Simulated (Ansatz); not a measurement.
Isomers

Structures of Si2H7S (charge +1), closed shell, relaxed at PBE0-D4/def2-TZVP (vibrations not checked; lower isomers may exist, and structures with a doubtful reference or unclear bonds are left out). Computed with Ansatz 0.2.0 (basis: def2-TZVPP); correlated methods freeze the cores. B3LYP uses VWN-RPA correlation.

Question: Rank them by CCSD(T) energy, lowest first, and give each one's height above the lowest. Links in brackets join atoms within 1.22 times the sum of their covalent radii (1.1 for two metals). (To be estimated.)
A.
Si₂H₇S ([SiH3][SH][SiH3]), total charge +1
```
10
angstrom
Si -1.3933 0.9726 -0.5459
S -0.4418 -1.0659 -0.3776
Si 1.3802 -0.6884 0.8979
H -2.4075 0.7562 -1.5924
H -0.2975 1.8917 -0.9063
H -1.9156 1.1394 0.8225
H 0.1708 -1.0885 -1.5805
H 2.0335 0.4973 0.3125
H 0.7476 -0.4614 2.2099
H 2.1235 -1.9530 0.7598
```
B.
Si₂H₇S ([SiH3][H][SiH2][SH]), total charge +1
```
10
angstrom
Si -0.7929 0.3526 -0.4100
S -0.4589 -1.2707 -1.6565
Si 1.6462 -0.3382 1.1957
H -1.7459 0.0769 0.6751
H -0.7404 1.7037 -0.9939
H 2.0725 0.5149 2.3202
H 0.1656 -0.5326 -2.5966
H 2.5820 -0.4880 0.0690
H 0.5591 0.6413 0.5506
H 0.8554 -1.5318 1.5428
```
C.
Si₂H₇S ([SiH3][SiH2][SH2]), total charge +1
```
10
angstrom
Si -1.5009 0.8097 -0.6296
Si 0.1420 -0.8382 -0.2778
S 1.9088 0.2894 0.6917
H -2.6345 0.0863 -1.2470
H -0.8909 1.8199 -1.5228
H -1.8257 1.3579 0.7079
H 0.8941 -1.3432 -1.4481
H -0.1068 -1.8999 0.7224
H 1.3741 0.4934 1.9148
H 2.6397 -0.7753 1.0886
```

Answer: The calculation gives: A (0.00 kcal/mol), C (14.90 kcal/mol), B (18.04 kcal/mol). Heights count from the lowest.

Question: Do PBE-D4, r2SCAN-D4, PBE0-D4, B3LYP-D4, wB97M-V, HF, MP2 give the same order? (A judgement: the text doesn't fix the answer.)

Answer: By the calculation: All do.

The T1 diagnostic stays at or below 0.013.

For scale, one of the runs: CCSD(T)/def2-TZVPP, 224 basis functions, launched by `ansatz run in.yaml --threads 2 --pin off --events-out ev --progress --plain --max-ram 4352MiB`. Hardware: 2 CPU threads of an Arm Neoverse V1, shared host. Wall time 69 s; peak host memory 3.1 GiB.
